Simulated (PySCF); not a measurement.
Frontier levels across methods

Compound: CCl₄.
SMILES with atom numbers: `[Cl:1][C:2]([Cl:3])([Cl:4])[Cl:5]`

Cartesian coordinates in Å at the PBE0-D3(BJ)/def2-SVP level; atoms count from 1:
```xyz
5
CCl4 angstrom
Cl     0.133   -1.733    0.332
C      0.000    0.000    0.000
Cl    -1.246    0.705    1.040
Cl     1.553    0.784    0.325
Cl    -0.440    0.244   -1.697
```

Basis pcSseg-2 throughout (PySCF), one geometry. Isolated species at its PBE0-D3(BJ)/def2-SVP geometry, gas phase.

Problem. How do the orbital energies and the gap change with the method?

Solution. 
```json
{"method": "BLYP", "kind": "GGA", "HOMO (eV)": "-7.54", "LUMO (eV)": "-2.55", "gap (eV)": "4.99", "SCF cycles": "12"}
{"method": "PBE", "kind": "GGA", "HOMO (eV)": "-7.71", "LUMO (eV)": "-2.67", "gap (eV)": "5.04", "SCF cycles": "13"}
{"method": "B97-D", "kind": "GGA", "HOMO (eV)": "-7.72", "LUMO (eV)": "-2.65", "gap (eV)": "5.06", "SCF cycles": "13"}
{"method": "OPBE", "kind": "GGA", "HOMO (eV)": "-7.75", "LUMO (eV)": "-2.61", "gap (eV)": "5.14", "SCF cycles": "13"}
{"method": "BP86", "kind": "GGA", "HOMO (eV)": "-7.81", "LUMO (eV)": "-2.79", "gap (eV)": "5.02", "SCF cycles": "12"}
{"method": "KT2", "kind": "GGA", "HOMO (eV)": "-7.83", "LUMO (eV)": "-2.95", "gap (eV)": "4.88", "SCF cycles": "13"}
{"method": "LDA", "kind": "LDA", "HOMO (eV)": "-7.85", "LUMO (eV)": "-2.84", "gap (eV)": "5.01", "SCF cycles": "12"}
{"method": "KT3", "kind": "GGA", "HOMO (eV)": "-7.85", "LUMO (eV)": "-2.88", "gap (eV)": "4.97", "SCF cycles": "13"}
{"method": "B3LYP", "kind": "global hybrid", "HOMO (eV)": "-8.87", "LUMO (eV)": "-1.85", "gap (eV)": "7.02", "SCF cycles": "12"}
{"method": "B97-2", "kind": "global hybrid", "HOMO (eV)": "-8.90", "LUMO (eV)": "-1.70", "gap (eV)": "7.20", "SCF cycles": "12"}
{"method": "PBE0", "kind": "global hybrid", "HOMO (eV)": "-9.16", "LUMO (eV)": "-1.59", "gap (eV)": "7.57", "SCF cycles": "12"}
{"method": "mPW1PW91", "kind": "global hybrid", "HOMO (eV)": "-9.19", "LUMO (eV)": "-1.61", "gap (eV)": "7.57", "SCF cycles": "12"}
{"method": "BHandHLYP", "kind": "global hybrid", "HOMO (eV)": "-10.47", "LUMO (eV)": "-0.41", "gap (eV)": "10.06", "SCF cycles": "12"}
{"method": "CAM-B3LYP", "kind": "range-separated hybrid", "HOMO (eV)": "-10.55", "LUMO (eV)": "-0.36", "gap (eV)": "10.19", "SCF cycles": "12"}
{"method": "wB97X-D", "kind": "range-separated hybrid", "HOMO (eV)": "-11.06", "LUMO (eV)": "0.25", "gap (eV)": "11.31", "SCF cycles": "12"}
{"method": "LC-wPBE", "kind": "range-separated hybrid", "HOMO (eV)": "-12.02", "LUMO (eV)": "0.97", "gap (eV)": "12.98", "SCF cycles": "12"}
{"method": "HF", "kind": "Hartree–Fock", "HOMO (eV)": "-12.58", "LUMO (eV)": "2.58", "gap (eV)": "15.15", "SCF cycles": "9"}
```

The HOMO spans 5.03 eV, from BLYP down to HF, and the gap runs from 4.88 eV (KT2) to 15.15 eV (HF). Over the methods BLYP (0 %), PBE (0 %), B97-D (0 %), OPBE (0 %), BP86 (0 %), KT2 (0 %), LDA (0 %), KT3 (0 %), B3LYP (20 %), B97-2 (21 %), PBE0 (25 %), mPW1PW91 (25 %), BHandHLYP (50 %), HF (100 %), a straight line through the gap against the share of exact exchange rises by 1.01 eV for each 10 % (correlation coefficient 1.000). The dipole is below 0.03 D at every level.

The vertical ΔSCF ionisation energy at wB97X-D/def2-SVPD is 11.57 eV; −ε(HOMO) comes closest to it with LC-wPBE (12.02 eV).
